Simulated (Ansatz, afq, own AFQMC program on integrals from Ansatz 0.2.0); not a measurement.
## CH3N, triplet: AFQMC among the cluster methods

```xyz
5

N    -0.9105    0.0086    0.0085
C     0.7693   -0.0072   -0.0072
H     1.1521   -1.0391   -0.0058
H     1.1750    0.5075    0.8770
H     1.1582    0.4988   -0.9039
```

Connectivity, by distances: N–CH3.

Basis cc-pVDZ. Only valence electrons are correlated. Ansatz 0.2.0 and our own AFQMC program on the same integrals; the CISD trial comes from CCSD amplitudes, and released means the phaseless constraint is let go. Error bars are statistical, one sigma.

Determinant: UHF, the one that the program's search chose, which needn't be the lowest solution. The geometry is a point of a scan.

No full CI on the walks' own integrals is used here. The released AFQMC energy serves as the reference, which it does only where one determinant dominates, the energy is flat over the last release times and near the phaseless one (40 meV or 2 meV an electron, half that with transition metals). On small molecules, where full CI could be run and the noise was under 10 meV, such values lay within 10 meV of it in 19 cases of 20, a flattering rate, since the rule was set on those same cases; what remains of the bias isn't in the error bar.

Cautions: lower spins were not checked; the released value is read at 1.62 1/Eh with a noise of 18 meV, more than in the cases checked, later times being too noisy (meV from the phaseless value at times in 1/Eh: -1 ± 13 at 0.24, -9 ± 16 at 0.51, 12 ± 16 at 0.99, 8 ± 18 at 1.62, -22 ± 27 at 2.40).

The T1 diagnostic is 0.0157 and the weight of the determinant in the CISD state is 0.890. The ⟨S²⟩ of the determinant is 2.043 and the size of the correlated space is 12 electrons in 41 orbitals.

Reference: AFQMC with the constraint released, correlation energy -7.925 ± 0.018 eV.

| level | E − E(reference) (meV) | share of correlation (%) |
| --- | --- | --- |
| HF | 7925.1 ± 17.7 | 0.00 |
| MP2 | 1262.5 ± 17.7 | 84.07 |
| CCSD | 232.3 ± 17.7 | 97.07 |
| CCSD(T) | 38.1 ± 17.7 | 99.52 |
| ph-AFQMC/HF | 25.9 ± 77.7 | 99.67 |
| ph-AFQMC/CISD | -8.4 ± 20.8 | 100.11 |

A walk keeps the symmetry of its determinant, which the program's search chose and which needn't be the lowest solution, so a lower state of the same spin and another symmetry isn't excluded. Released energies are given only where the last usable release times agree within the noise; a slower fall can still hide under it.
